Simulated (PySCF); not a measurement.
Species: C5H6.
Atom-mapped SMILES: `[CH3:1][CH:2]=[C:3]1[CH:4]=[CH:5]1` (hydrogens: H6, H7, H8 on C1; H9 on C2; H10 on C4; H11 on C5)

Level of theory: TDDFT PBE0/def2-SVPD, vertical, gas phase, core orbitals frozen in the response (PySCF). Isolated species at its PBE0-D3(BJ)/def2-SVP geometry, gas phase.

```tsv
state	E (eV)	E (kJ/mol)	λ (nm)	f	symmetry	main configurations (H = HOMO, L = LUMO)
S1	3.94	380	314.4	0.010	A′	H→L (99%)
S2	5.57	537	222.8	0.0005	–	H→L+1 (94%)
S3	5.94	573	208.9	0.0001	–	H→L+2 (98%)
S4	6.10	588	203.3	0.0083	A″	H→L+3 (92%)
S5	6.23	601	199.0	0.0001	–	H-1→L (96%)
S6	6.81	657	182.1	0.0021	A″	H→L+6 (55%), H→L+5 (41%)
S7	6.83	659	181.4	0.0049	A″	H→L+5 (54%), H→L+6 (43%)
S8	7.02	678	176.5	0.602	A′	H→L+4 (96%)
S9	7.62	736	162.6	0.0002	–	H-2→L (53%), H-4→L (39%)
S10	7.83	755	158.4	0.012	A″	H→L+7 (97%)
```

Triplets, Tamm–Dancoff:

| state | E (eV) | λ (nm) | main configurations (H = HOMO, L = LUMO) |
| --- | --- | --- | --- |
| T1 | 2.98 | 415.8 | H→L (95%) |
| T2 | 4.51 | 275.0 | H→L+4 (96%) |
| T3 | 5.47 | 226.6 | H→L+1 (90%) |
| T4 | 5.73 | 216.4 | H-1→L (94%) |

The lowest singlet lies at 3.94 eV (314 nm, ultraviolet) and is weak; its leading configuration is HOMO→LUMO (99%). The strongest level in the table is S8 at 7.02 eV (177 nm, f = 0.602). Löwdin shares by element: HOMO carbon 83% or more (atoms not listed hold the other 17%); LUMO carbon 86% or more, hydrogen 7% or more. The listed states span 3.88 eV, and the widest gap between neighbours is 1.62 eV (S1 to S2). The oscillator strengths of these states sum to 0.640; summed over the whole spectrum of an exact calculation they would give the number of electrons, 36 (Thomas–Reiche–Kuhn). Weighted by f, the mean energy of these states is 6.97 eV. The vertical ionisation energy is 7.72 eV (ΔSCF), so S10 and higher lie in the continuum; a finite Gaussian basis only mimics such states. Symmetry labels in Cs follow from the direction of the transition dipole and are given only for states with f of 0.002 or more. The window holds the lowest 10 singlets.
